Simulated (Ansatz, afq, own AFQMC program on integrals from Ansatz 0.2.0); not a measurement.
# CH₃Al⁺, doublet in cc-pVDZ, levels against CCSDT(Q)

```csv
atom,x (Å),y (Å),z (Å)
Al,-0.0229,0.0000,0.5849
C,0.0451,0.0000,-1.1957
H,0.1606,0.0000,2.1470
H,-0.0423,0.9125,-1.7784
H,-0.0423,-0.9125,-1.7784
```

Connectivity, by distances: AlH–CH2.

Basis cc-pVDZ. Only valence electrons are correlated. AFQMC by an in-house program on the Cholesky factors that Ansatz 0.2.0 writes for its CCSD(T) run. The CISD trial takes its coefficients from CCSD amplitudes. Released means that phaseless walkers are propagated on without the constraint, phases kept. ± is one standard error of the sampling.

Determinant: UHF, the one that the program's search chose, which needn't be the lowest solution. The geometry is a PBE0/def2-TZVP stationary point of this or a neighbouring charge and spin state.

No full CI on the walks' own integrals is used here; CCSDT(Q) serves as the reference and is uncertain by about the last step of the cluster series.

```
T1 diagnostic                               : 0.0121
weight of the determinant in the CISD state : 0.910
⟨S²⟩ of the determinant                     : 0.758
size of the correlated space                : 9 electrons in 41 orbitals
```

Reference: CCSDT(Q), correlation energy -5.260 eV. The released energy is read at 2.40 1/Eh (meV from the phaseless value at times in 1/Eh: -18 ± 7 at 0.24, -18 ± 8 at 0.51, -22 ± 10 at 0.99, -29 ± 13 at 1.62, -22 ± 11 at 2.40).

| level | E − E(reference) (meV) | share of correlation (%) |
| --- | --- | --- |
| HF | 5260.0 | 0.00 |
| MP2 | 941.8 | 82.09 |
| CCSD | 139.8 | 97.34 |
| CCSD(T) | 26.8 | 99.49 |
| CCSDT | 6.8 | 99.87 |
| ph-AFQMC/CISD | 15.7 ± 6.0 | 99.70 |
| released AFQMC | -6.8 ± 11.3 | 100.13 |

A walk keeps the symmetry of its determinant, which the program's search chose and which needn't be the lowest solution, so a lower state of the same spin and another symmetry isn't excluded. Released energies are given only where the last usable release times agree within the noise; a slower fall can still hide under it.
